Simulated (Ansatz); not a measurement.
`O=CC1(O)CC1` → `C#COC(C)O`  (isomerisation)

Isolated molecules relaxed with PBE0-D4/def2-TZVP in Ansatz; ΔE leaves out vibrations. CBS: MP2 limit from def2 TZ/QZ plus the TZ coupled-cluster correction, frozen cores. DFT in def2-TZVPP. One conformer a species, not always the lowest.

`O=CC1(O)CC1`:

Z-matrix (Å, degrees):
```
C
C 1 1.466
C 1 1.509 2 117.6
O 1 1.377 2 114.3 3 146.2
C 1 1.509 2 117.6 3 -67.7
O 2 1.207 1 121.8 3 -146.1
H 2 1.108 1 116.2 3 33.9
H 3 1.082 1 113.9 2 143.1
H 3 1.083 1 118.7 2 1.8
H 4 0.970 1 105.2 2 -0.1
H 5 1.083 1 118.7 2 -1.9
H 5 1.082 1 113.9 2 -143.1
```

`C#COC(C)O`:

Cartesian coordinates in Å:
```
C 1.857 1.609 -1.693
C 1.333 0.717 -1.087
O 0.793 -0.275 -0.456
C -0.482 0.007 0.179
C -1.030 -1.331 0.591
O -0.327 0.898 1.218
H 2.328 2.400 -2.222
H -1.109 0.511 -0.560
H -0.347 -1.816 1.293
H -1.998 -1.194 1.073
H -1.150 -1.982 -0.275
H 0.133 0.457 1.940
```

| species | B2PLYP energy (Eh) |
| --- | --- |
| `O=CC1(O)CC1` | -306.32609 |
| `C#COC(C)O` | -306.28146 |

Q: Work out ΔE.

A: ΔE = (-306.28146) − (-306.32609) = 0.04463 Eh = +28.0 kcal/mol. CCSD(T)/CBS gives +28.3 kcal/mol.

Largest T1 diagnostic among the species: 0.013.

In def2-TZVPP, CCSD(T) changes the Hartree–Fock value by +3.6 kcal/mol (the triples alone add +0.3 kcal/mol) and MP2 by +4.6 kcal/mol. The D4 term adds +0.7 kcal/mol with B3LYP and +0.3 kcal/mol with PBE0; it sums over pairs of atoms, weighted by their polarisabilities, and B3LYP, whose exchange is more repulsive, gets the larger term.

B3LYP here is the variant with VWN-RPA as its local correlation; programs differ in this.
